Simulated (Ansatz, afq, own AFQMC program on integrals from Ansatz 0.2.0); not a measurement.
GeH₂SCl₂, singlet: AFQMC among the cluster methods

```tsv
atom	x (Å)	y (Å)	z (Å)
S	0.0971	1.3374	-1.1944
Ge	0.2154	-0.2723	0.3068
Cl	2.1506	-1.1557	0.0434
Cl	-1.2885	-1.7670	-0.0639
H	-1.1939	1.6155	-0.9002
H	0.0612	0.1783	1.7619
```

Connectivity, by distances: SH–GeH(–Cl)–Cl.

Basis def2-TZVP. Only valence electrons are correlated. Integrals, coupled cluster, full CI and functionals: Ansatz 0.2.0; the random walks run on the same integrals in our own AFQMC program. The CISD trial takes its coefficients from CCSD amplitudes. Released means that phaseless walkers are propagated on without the constraint, phases kept. ± is one standard error of the sampling. No spin–orbit coupling.

Determinant: RHF, the one that the program's search chose, which needn't be the lowest solution. The geometry is a PBE0/def2-SVP stationary point of this or a neighbouring charge and spin state.

No full CI on the walks' own integrals is used here. The released AFQMC energy serves as the reference, which it does only where one determinant dominates, the energy is flat over the last release times and near the phaseless one (40 meV or 2 meV an electron, half that with transition metals). On small molecules, where full CI could be run and the noise was under 10 meV, such values lay within 10 meV of it in 19 cases of 20, a flattering rate, since the rule was set on those same cases; what remains of the bias isn't in the error bar.

Cautions: no relativity below Rb; no spin-orbit coupling; inner d shell frozen; the released value is read at 0.90 1/Eh with a noise of 23 meV, more than in the cases checked (meV from the phaseless value at times in 1/Eh: -12 ± 13 at 0.21, -19 ± 15 at 0.42, -26 ± 19 at 0.63, -33 ± 23 at 0.90).

- T1 diagnostic: 0.0096
- weight of the determinant in the CISD state: 0.757
- size of the correlated space: 26 electrons in 142 orbitals

Reference: AFQMC with the constraint released, correlation energy -20.268 ± 0.023 eV.

| level | E − E(reference) (kJ/mol) | share of correlation (%) |
| --- | --- | --- |
| HF | 1955.6 ± 2.2 | 0.00 |
| MP2 | 247.1 ± 2.2 | 87.36 |
| CCSD | 93.1 ± 2.2 | 95.24 |
| CCSD(T) | 10.9 ± 2.2 | 99.44 |
| ph-AFQMC/CISD | 3.2 ± 2.5 | 99.84 |

Released energies are given only where the last usable release times agree within the noise; a slower fall can still hide under it.
